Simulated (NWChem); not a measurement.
# the pair MgH2S···H2S: a chain of runs

Wanted: the energy (singlet MgH4S2, wB97X-D3/6-311+G**), then a single-point energy (singlet MgH2S, wB97X-D3/6-311+G**), then a single-point energy (singlet H2S, wB97X-D3/6-311+G**), then the energy (singlet MgH2S, wB97X-D3/6-311+G**), then the energy (singlet H2S, wB97X-D3/6-311+G**) of H4MgS2 and its partners. 

Program for the calculation: NWChem 7.3.0.

### Step 1. The structure to begin with

MgH4S2: 7 atoms, total charge 0, spin state singlet. The two molecules were placed rigidly side by side, at 1.1 times their contact distance; the pair isn't optimised.

Bond lengths: Mg1–S2 2.296 Å, Mg1–H3 1.694 Å, S2–H4 1.345 Å, S5–H6 1.341 Å, S5–H7 1.341 Å. Angles: Mg1–S2–H4 92.9°, S2–Mg1–H3 179.4°, H6–S5–H7 92.3°.

### Step 2. A single-point energy at wB97X-D3/6-311+G(d,p) (run 1)

Contents of geom.nw:

```
start geom
title "H4MgS2 wB97X-D3"
memory total 2200 mb

geometry units au noautosym nocenter noautoz
Mg    -0.09424064    -1.43987682     0.52326516
S     -1.09600336     1.91873342    -2.03372326
H      0.62137974    -3.93601606     2.39409403
H      0.56886426     3.45715946    -0.88363594
S     -5.82370128     4.83524224     3.06778139
H     -6.97509251     4.60881525     0.82131277
H     -5.59935299     7.34714179     2.81412345
end

basis spherical bse
* library 6-311+G**
end

dft
xc wb97x-d3
grid fine
convergence energy 1e-08
maxiter 100
mulliken
print low
end

task dft energy
```

Started as:

```console
$ nwchem geom.nw > geom.out
```

Output:

```text
[...]
 d= 0,ls=0.0,diis     1   -998.8436162475 -1.14D+03  5.94D-03  1.21D+00     6.5
[...]
 d= 0,ls=0.0,diis     9   -998.8990683917 -6.51D-09  1.96D-06  3.80D-09    57.7
         Total DFT energy =     -998.899068391707
      One electron energy =    -1657.864053507371
           Coulomb energy =      590.421458072683
    Exchange-Corr. energy =      -69.372323131948
 Nuclear repulsion energy =      137.917177673139
    Dispersion correction =       -0.001327498210
[...]
      Total Density - Mulliken Population Analysis
     ---------------------------------------------
    Atom       Charge   Shell Charges
 -----------   ------   -------------------------------------------------------
    1 Mg  12    11.51   0.78  1.20  1.03  0.96  0.68  0.10  2.35  3.56  0.31  0.32  0.06  0.00  0.01  0.15
    2 S   16    16.33   0.78  1.19  0.93  1.06  1.06  0.85  1.86  4.02  1.05  2.65  0.98 -0.01 -0.13  0.03
    3 H    1     1.20   0.22  0.54  0.44  0.00
    4 H    1     0.95   0.24  0.53  0.14  0.04
    5 S   16    16.20   0.78  1.19  0.93  1.06  1.08  0.82  1.86  4.02  1.06  2.55  0.87  0.03 -0.09  0.05
    6 H    1     0.90   0.24  0.54  0.09  0.03
    7 H    1     0.91   0.24  0.54  0.09  0.03
[...]
```

It took 59 s on 1 thread of Intel Xeon Platinum 8488C (Sapphire Rapids), shared host; peak memory 0.12 GiB.

### Step 3. MgH2S: a single-point energy at wB97X-D3/6-311+G(d,p) (run 2)

Contents of m1.nw:

```
START m1
TITLE "H2MgS energy"
memory 2200 mb
charge 0

GEOMETRY noautosym nocenter noautoz
   Mg   -0.049870   -0.761950    0.276900
   S    -0.579980    1.015350   -1.076200
   H     0.328820   -2.082850    1.266900
   H     0.301030    1.829450   -0.467600
END

BASIS spherical bse
   Mg library 6-311+G**
   S library 6-311+G**
   H library 6-311+G**
END

DFT
   xc wb97x-d3
   grid fine
   convergence energy 1e-08
   maxiter 100
   mulliken
   print low
END

TASK dft energy
```

Started as:

```console
$ nwchem m1.nw > m1.out
```

Output:

```text
[...]
 d= 0,ls=0.0,diis     1   -599.4615764342 -6.58D+02  8.24D-03  7.08D-01     2.2
[...]
 d= 0,ls=0.0,diis     8   -599.4980716916 -9.77D-09  1.45D-06  8.61D-09    14.9
         Total DFT energy =     -599.498071691557
      One electron energy =     -948.603709468063
           Coulomb energy =      333.182383443862
    Exchange-Corr. energy =      -42.957545892022
 Nuclear repulsion energy =       58.881139357360
    Dispersion correction =       -0.000339132695
[...]
      Total Density - Mulliken Population Analysis
     ---------------------------------------------
    Atom       Charge   Shell Charges
 -----------   ------   -------------------------------------------------------
    1 Mg  12    11.51   0.78  1.20  1.03  0.96  0.68  0.10  2.35  3.56  0.31  0.33  0.06  0.00  0.01  0.15
    2 S   16    16.34   0.78  1.19  0.93  1.06  1.06  0.85  1.86  4.02  1.05  2.66  0.97 -0.00 -0.11  0.03
    3 H    1     1.20   0.22  0.54  0.43  0.00
    4 H    1     0.95   0.24  0.54  0.14  0.04
[...]
```

It took 16 s on 1 thread of Intel Xeon Platinum 8488C (Sapphire Rapids), shared host; peak memory 0.12 GiB.

### Step 4. H2S: a single-point energy at wB97X-D3/6-311+G(d,p) (run 3)

Contents of sp.nw:

```
start sp
title "H2S"
memory total 2200 mb
charge 0

geometry units au noautosym nocenter noautoz
 S   -5.82370128   4.83524224   3.06778139
 H   -6.97509251   4.60881525   0.82131277
 H   -5.59935299   7.34714179   2.81412345
end

basis "ao basis" spherical bse
 * library 6-311+G**
end

dft
 xc wb97x-d3
 grid fine
 convergence energy 1e-08
 maxiter 100
 mulliken
 print low
end

task dft energy
```

Started as:

```console
$ nwchem sp.nw > sp.out
```

Output:

```text
[...]
 d= 0,ls=0.0,diis     1   -399.3782882970 -4.12D+02  6.94D-03  5.09D-01     1.3
[...]
 d= 0,ls=0.0,diis     8   -399.3991032787 -4.04D-10  3.27D-07  5.05D-11     6.2
         Total DFT energy =     -399.399103278671
      One electron energy =     -576.826532136517
           Coulomb energy =      190.940716851467
    Exchange-Corr. energy =      -26.412349106974
 Nuclear repulsion energy =       12.899069627130
    Dispersion correction =       -0.000008513777
[...]
      Total Density - Mulliken Population Analysis
     ---------------------------------------------
    Atom       Charge   Shell Charges
 -----------   ------   -------------------------------------------------------
    1 S   16    16.16   0.78  1.19  0.93  1.06  1.08  0.82  1.86  4.02  1.06  2.55  0.84  0.02 -0.09  0.05
    2 H    1     0.92   0.24  0.54  0.10  0.03
    3 H    1     0.92   0.24  0.54  0.10  0.03
[...]
```

Run time: 7.2 s. Hardware: 1 thread of Intel Xeon Platinum 8488C (Sapphire Rapids), shared host; peak memory 0.11 GiB.

### Step 5. MgH2S among ghost functions: a single-point energy at wB97X-D3/6-311+G(d,p) (with ghost functions) (run 4)

Contents of work.nw:

```
start work
memory stack 880 mb heap 220 mb global 1100 mb

geometry noautosym nocenter noautoz
  Mg      -0.049870      -0.761950       0.276900
  S       -0.579980       1.015350      -1.076200
  H        0.328820      -2.082850       1.266900
  H        0.301030       1.829450      -0.467600
  bqS     -3.081770     2.558700     1.623400
  bqH     -3.691060     2.438880     0.434620
  bqH     -2.963050     3.887940     1.489170
end

basis spherical bse
  Mg library 6-311+G**
  S library 6-311+G**
  H library 6-311+G**
  bqS library S 6-311+G**
  bqH library H 6-311+G**
end

dft
  xc wb97x-d3
  grid fine
  convergence energy 1e-08
  maxiter 100
  mulliken
  noprint "final vectors analysis"
end

task dft energy
```

Started as:

```console
$ nwchem work.nw > work.out
```

Output:

```text
[...]
          Wavefunction type:  closed shell.
          No. of atoms     :     7
          No. of electrons :    30
[...]
          Charge           :     0
          Spin multiplicity:     1
[...]
          AO basis - number of functions:   114
[...]
              XC Information
              --------------
                    wb97x-d3  Method XC Functional
                     Hartree-Fock (Exact) Exchange  1.000
                      wb97x-d3 Exchange Functional  1.000
                   wb97x-d3 Correlation Functional  1.000
[...]
 d= 0,ls=0.0,diis     1   -599.4617177128 -6.58D+02  5.48D-03  7.08D-01     7.3
[...]
 d= 0,ls=0.0,diis     9   -599.4981896132 -1.79D-09  7.32D-07  1.07D-09    55.4
         Total DFT energy =     -599.498189613163
      One electron energy =     -948.603653395814
           Coulomb energy =      333.182107717617
    Exchange-Corr. energy =      -42.957444159631
 Nuclear repulsion energy =       58.881139357360
    Dispersion correction =       -0.000339132695
[...]
      Total Density - Mulliken Population Analysis
     ---------------------------------------------
    Atom       Charge   Shell Charges
 -----------   ------   -------------------------------------------------------
    1 Mg  12    11.53   0.78  1.20  1.03  0.96  0.68  0.10  2.35  3.56  0.31  0.33  0.07  0.00  0.01  0.15
    2 S   16    16.30   0.78  1.19  0.93  1.06  1.06  0.85  1.86  4.02  1.05  2.65  0.98 -0.01 -0.15  0.03
    3 H    1     1.20   0.22  0.54  0.43  0.00
    4 H    1     0.95   0.24  0.54  0.14  0.04
    5 X    0     0.02   0.00 -0.00  0.00 -0.00  0.00 -0.00  0.00 -0.00  0.00 -0.00 -0.00  0.01  0.01 -0.00
    6 X    0    -0.00  -0.00  0.00 -0.00 -0.00
    7 X    0    -0.00  -0.00  0.00 -0.00  0.00
[...]
```

Run time: 56 s. Hardware: 1 thread of Intel Xeon Platinum 8488C (Sapphire Rapids), shared host; peak memory 0.12 GiB.

### Step 6. H2S among ghost functions: a single-point energy at wB97X-D3/6-311+G(d,p) (with ghost functions) (run 5)

Contents of m1.nw:

```
start m1
memory total 2200 mb
geometry units angstroms noautosym nocenter noautoz
  S     -3.081770     2.558700     1.623400
  H     -3.691060     2.438880     0.434620
  H     -2.963050     3.887940     1.489170
  bqMg    -0.049870    -0.761950     0.276900
  bqS     -0.579980     1.015350    -1.076200
  bqH      0.328820    -2.082850     1.266900
  bqH      0.301030     1.829450    -0.467600
end
basis spherical bse
  S library 6-311+G**
  H library 6-311+G**
  bqMg library Mg 6-311+G**
  bqS library S 6-311+G**
  bqH library H 6-311+G**
end
dft
  xc wb97x-d3
  grid fine
  convergence energy 1e-08
  maxiter 100
  mulliken
  print low
end
task dft energy
```

Started as:

```console
$ nwchem m1.nw > m1.out
```

Output:

```text
[...]
 d= 0,ls=0.0,diis     1   -399.3785750074 -4.12D+02  2.78D-03  5.09D-01     5.5
[...]
 d= 0,ls=0.0,diis     8   -399.3993382982 -3.91D-10  1.32D-07  5.22D-11    48.5
         Total DFT energy =     -399.399338298163
      One electron energy =     -576.826047097547
           Coulomb energy =      190.939775210793
    Exchange-Corr. energy =      -26.412128440737
 Nuclear repulsion energy =       12.899070543101
    Dispersion correction =       -0.000008513772
[...]
      Total Density - Mulliken Population Analysis
     ---------------------------------------------
    Atom       Charge   Shell Charges
 -----------   ------   -------------------------------------------------------
    1 S   16    16.17   0.78  1.19  0.93  1.06  1.08  0.82  1.86  4.02  1.06  2.55  0.86  0.02 -0.10  0.05
    2 H    1     0.92   0.24  0.54  0.10  0.03
    3 H    1     0.91   0.24  0.54  0.09  0.03
    4 X    0     0.00   0.00 -0.00  0.00 -0.00  0.00 -0.00  0.00 -0.00  0.00 -0.00 -0.00  0.00  0.00 -0.00
    5 X    0     0.00   0.00 -0.00  0.00 -0.00  0.00 -0.00  0.00 -0.00  0.00  0.00 -0.01 -0.01  0.01 -0.00
    6 X    0    -0.00  -0.00 -0.00 -0.00 -0.00
    7 X    0     0.00  -0.00  0.00  0.00  0.00
[...]
```

It took 50 s on 1 thread of Intel Xeon Platinum 8488C (Sapphire Rapids), shared host; peak memory 0.12 GiB.

### Step 7. Summary of results

| quantity | value |
| --- | --- |
| run 1, wB97X-D3/6-311+G**: total energy | -998.89907 Eh |
| run 1, wB97X-D3/6-311+G**: dispersion energy | -3.49 kJ/mol |
| MgH2S: total energy | -599.49807 Eh |
| MgH2S: dispersion energy | -0.89 kJ/mol |
| H2S: total energy | -399.39910 Eh |
| H2S: dispersion energy | -0.02 kJ/mol |
| MgH2S among ghost functions: total energy | -599.49819 Eh |
| MgH2S among ghost functions: dipole moment | 1.48 D |
| MgH2S among ghost functions: dispersion energy | -0.89 kJ/mol |
| H2S among ghost functions: total energy | -399.39934 Eh |
| H2S among ghost functions: dispersion energy | -0.02 kJ/mol |
| interaction energy of the rigid parts MgH2S and H2S (parts in their own basis; closest atoms 3.74 Å apart) | -0.052 eV |
| interaction energy of the rigid parts MgH2S and H2S (parts in the whole basis, counterpoise; closest atoms 3.74 Å apart) | -0.042 eV |

**Reading.** The interaction energy of the rigid parts MgH2S and H2S (parts in their own basis; closest atoms 3.74 Å apart) is −0.05 eV (−5.0 kJ/mol): the parts attract. Without counterpoise this holds the superposition error of the basis. The interaction energy of the rigid parts MgH2S and H2S (parts in the whole basis, counterpoise; closest atoms 3.74 Å apart) is −0.04 eV (−4.0 kJ/mol): the parts attract. The basis-set superposition error is 0.9 kJ/mol.
